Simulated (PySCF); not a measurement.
Species: C4H7F.
Atom-mapped SMILES: `[CH3:1]/[CH:2]=[C:3](\[CH3:4])[F:5]` (hydrogens: H6, H7, H8 on C1; H9 on C2; H10, H11, H12 on C4)

The same species was optimised twice, with GFN2-xTB and with PBE0-D3(BJ)/def2-SVP (PySCF), and the same property calculations (PySCF, gas phase) were run on both structures.

```tsv
coordinate	GFN2-xTB	PBE0-D3(BJ)/def2-SVP	change
C3–F5 (Å)	1.365	1.346	-0.019
C2–H9 (Å)	1.081	1.095	+0.014
C1–H7 (Å)	1.085	1.099	+0.014
C1–H6 (Å)	1.089	1.103	+0.014
C1–H8 (Å)	1.090	1.103	+0.013
C4–H12 (Å)	1.084	1.096	+0.012
C4–H10 (Å)	1.090	1.102	+0.012
C4–H11 (Å)	1.090	1.102	+0.012
C2=C3 (Å)	1.322	1.334	+0.012
C3–C4 (Å)	1.489	1.485	-0.004
C1–C2 (Å)	1.491	1.491	0.000
C3–C2–H9 (°)	117.7	115.4	-2.3
C1–C2–H9 (°)	115.7	117.6	+1.9
C2–C1–H6 (°)	109.8	111.1	+1.3
C2–C1–H8 (°)	109.8	111.0	+1.2
H7–C1–H8 (°)	108.7	107.5	-1.2
H6–C1–H7 (°)	108.7	107.6	-1.1
H6–C1–H8 (°)	107.6	106.5	-1.1
C2–C3–F5 (°)	117.5	118.4	+0.9
```

Rotational constants: A = 8609, B = 3631, C = 2637 MHz (GFN2-xTB) against A = 8674, B = 3608, C = 2632 MHz (PBE0-D3(BJ)/def2-SVP). Point groups within 0.08 Å: Cs and Cs.

On the GFN2-xTB structure: lowest singlet, TDDFT (eV) 6.70 [CAM-B3LYP/def2-SVPD]; lowest triplet, Tamm–Dancoff (eV) 4.43 [CAM-B3LYP/def2-SVPD]; isotropic polarisability (au) 51.2 [CAM-B3LYP/def2-SVPD]; HOMO (eV) -8.30 [CAM-B3LYP/def2-SVPD]; LUMO (eV) 1.37 [CAM-B3LYP/def2-SVPD]; dipole (D) 1.95 [CAM-B3LYP/def2-SVPD]; HOMO (eV) -6.88 [PBE0/pcSseg-1]; LUMO (eV) 0.87 [PBE0/pcSseg-1]; dipole (D) 1.86 [PBE0/pcSseg-1]; GIAO shielding of C1 (ppm) 172.4 [PBE0/pcSseg-1]; GIAO shielding of C2 (ppm) 79.2 [PBE0/pcSseg-1]; GIAO shielding of C3 (ppm) 20.2 [PBE0/pcSseg-1]; GIAO shielding of C4 (ppm) 171.6 [PBE0/pcSseg-1]; GIAO shielding of F5 (ppm) 266.2 [PBE0/pcSseg-1].

Task: What do these properties become on the PBE0-D3(BJ)/def2-SVP structure?

Result: 
```csv
property,level,on GFN2-xTB,on PBE0-D3(BJ)/def2-SVP,change
"lowest singlet, TDDFT (eV)",CAM-B3LYP/def2-SVPD,6.70,6.63,-0.07
"lowest triplet, Tamm–Dancoff (eV)",CAM-B3LYP/def2-SVPD,4.43,4.31,-0.12
isotropic polarisability (au),CAM-B3LYP/def2-SVPD,51.2,52.1,+0.9
HOMO (eV),CAM-B3LYP/def2-SVPD,-8.30,-8.22,+0.08
LUMO (eV),CAM-B3LYP/def2-SVPD,1.37,1.37,0.00
dipole (D),CAM-B3LYP/def2-SVPD,1.95,1.84,-0.11
"energy, GFN2-xTB geometry as zero (kcal/mol)",CAM-B3LYP/def2-SVPD,0.0,-0.3,-0.3
HOMO (eV),PBE0/pcSseg-1,-6.88,-6.82,+0.06
LUMO (eV),PBE0/pcSseg-1,0.87,0.79,-0.08
dipole (D),PBE0/pcSseg-1,1.86,1.75,-0.11
"energy, GFN2-xTB geometry as zero (kcal/mol)",PBE0/pcSseg-1,0.0,-0.2,-0.2
GIAO shielding of C1 (ppm),PBE0/pcSseg-1,172.4,170.6,-1.8
GIAO shielding of C2 (ppm),PBE0/pcSseg-1,79.2,78.1,-1.1
GIAO shielding of C3 (ppm),PBE0/pcSseg-1,20.2,19.6,-0.6
GIAO shielding of C4 (ppm),PBE0/pcSseg-1,171.6,170.0,-1.6
GIAO shielding of F5 (ppm),PBE0/pcSseg-1,266.2,268.4,+2.2
```

The heavy atoms differ by 0.009 Å rms after alignment. Among all bonds C3–F5 changes most (-0.019 Å). Changes are differences of the printed values. Neither structure is proved a minimum here.
